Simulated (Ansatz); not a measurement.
input.yaml (Ansatz)

```yaml
crystal:
  lattice:
    - [-2.1039228874, 2.1039228874, 2.1039228874]
    - [2.1039228874, -2.1039228874, 2.1039228874]
    - [2.1039228874, 2.1039228874, -2.1039228874]
  atoms:
    - { symbol: Na, position: [0.0, 0.0, 0.0] }
hamiltonian:
  xc: blyp
  pseudopotentials:
    kind: paw
    azcp:
      Na: "pseudopotentials/Na.paw.azcp"
basis:
  ecutwfc: 420
  fft_grid_basis: typed
kpoints:
  mp_grid: { grid: [17, 17, 17], shift: [0, 0, 0] }
magnetization:
  spin_polarized: false
scf:
  occupations: { method: fermi_dirac, width: 0.1 }
```

Output

```
Engine: ansatz 0.2.0, aarch64-unknown-linux-gnu
Pseudopotentials: kind: paw
Pseudopotential: Na, paw, valence charge 9, recommended cutoff 420 eV (normal) 
Functional definition: BLYP
  parameter beta = 0.0042
  parameter a = 0.04918
  parameter b = 0.132
  parameter c = 0.2533
  parameter d = 0.349
  exchange = b88_x(beta = beta)
  correlation = lyp_c(a = a, b = b, c = c, d = d)
Crystal: 1 atoms, lattice volume = 37.252 Å³
Basis set: ecut = 420 eV, 683 PW (Γ), exchange–correlation on 50×50×50 points (8 copies of the dense FFT grid, shifted against one another)
Bands: 9, of which v1, the nominal top of the filled ones, is band 5 counted from 1 (4 counted from 0)
Symmetry: 48 space group operations
Space group: Im-3m (ITA 229), of the structure as read, at distance tolerance 3.3e-5 Å
k-points: 165 of 4913
Non-local potential: Na, projectors of the file, l = 0: 3, l = 1: 2, l = 2: 1
PAW form: soft (Blöchl's): semilocal exchange-correlation on the pseudo side does not see the compensation charge
PAW frozen core: Na, regenerated for the run's functional, and the local potential with it (the file was generated under x = pbe(κ = 0.804, μ = 0.2195149727645171), c = pbe(β = 0.06672455060314922))
PAW one-centre angular grid: Na, 110 points (default); XC on 96 Gauss nodes
Initial density: superposition of atomic densities (neutral atoms: chi_scale 0, normalization atom), corrected by the library's trained network
Initial wavefunctions: pseudopotential atomic-orbital guess
Functional: x = b88, c = lyp
SCF iter   1: F=—  HF=-1489.366751 eV  |F-HF|=—  |Δ(HF+E_count)|=         —  Δρ=9.76e-4  dr2=3.48e-4  ethr=1.77e-3  ⟨swp⟩=5.0  Hψ=9679  notcnv=0
SCF iter   2: F=—  HF=-1489.366863 eV  |F-HF|=—  |Δ(HF+E_count)|=   1.12e-4  Δρ=7.29e-4  dr2=2.03e-4  ethr=3.86e-6  ⟨swp⟩=2.2  Hψ=3448  notcnv=0
SCF iter   3: F=—  HF=-1489.367173 eV  |F-HF|=—  |Δ(HF+E_count)|=   3.10e-4  Δρ=4.09e-4  dr2=4.91e-5  ethr=2.26e-6  ⟨swp⟩=2.4  Hψ=2174  notcnv=0  defer=1
SCF iter   4: F=—  HF=-1489.367188 eV  |F-HF|=—  |Δ(HF+E_count)|=   1.50e-5  Δρ=1.99e-4  dr2=1.14e-5  ethr=5.46e-7  ⟨swp⟩=2.6  Hψ=2242  notcnv=0
SCF iter   5: F=—  HF=-1489.367204 eV  |F-HF|=—  |Δ(HF+E_count)|=   1.59e-5  Δρ=1.35e-4  dr2=2.31e-6  ethr=1.26e-7  ⟨swp⟩=2.0  Hψ=2261  notcnv=0
SCF iter   6: F=—  HF=-1489.367202 eV  |F-HF|=—  |Δ(HF+E_count)|=   1.85e-6  Δρ=4.47e-5  dr2=2.58e-7  ethr=2.57e-8  ⟨swp⟩=2.0  Hψ=2228  notcnv=0
SCF iter   7: F=-1489.367202 eV  HF=-1489.367202 eV  |F-HF|=3.16e-9  |Δ(HF+E_count)|=   1.74e-7  Δρ=5.72e-6  dr2=4.78e-9  ethr=1.11e-9  ⟨swp⟩=3.0  Hψ=3054  notcnv=0
SCF 1 converged in 7 iterations: F = -1489.367202 eV  dr2 = 4.78e-9
SCF converged after 7 iterations
Free energy (F): -1489.367202 eV
Harris-Foulkes:  -1489.367202 eV  (|F-HF|=3.16e-9)
Internal energy: -1489.351406 eV  (E = F + TS)
E sigma→0 (E₀):  -1489.359304 eV
Entropy (-TS):   -0.015796 eV (-15.796 meV/atom)
Fermi energy:    2.141379 eV
--- Per-component energies (eV) ---
  E_band       = -240.591832
  E_kinetic    = 119.974848
  E_local      = -1442.375229  (includes V_loc(G=0)·N_el)
  E_nonlocal   = 113.324538
  E_hartree    = 528.542189
  E_xc         = -37.739895
  E_vxc        = -48.573609  (∫ρ·V_xc dr)
  E_paw        = -266.701418  (= ΣΔE_a)
  E_vpaw       = -40.029317  (= ΣTr[D̂ρ^β])
  E_aug_tail   = -0.000025  (compensation charges beyond the density's cutoff)
  E_ewald      = -504.378917
  E_core_change = 0.002503  (= ΣΔE_core)
  E_smearing   = -0.015796  (= −TS)
  E_closure    = 0.000000  (closes the sum)
  Σ components = -1489.367202   (vs F -1489.367202, Δ=0.00e0)
```
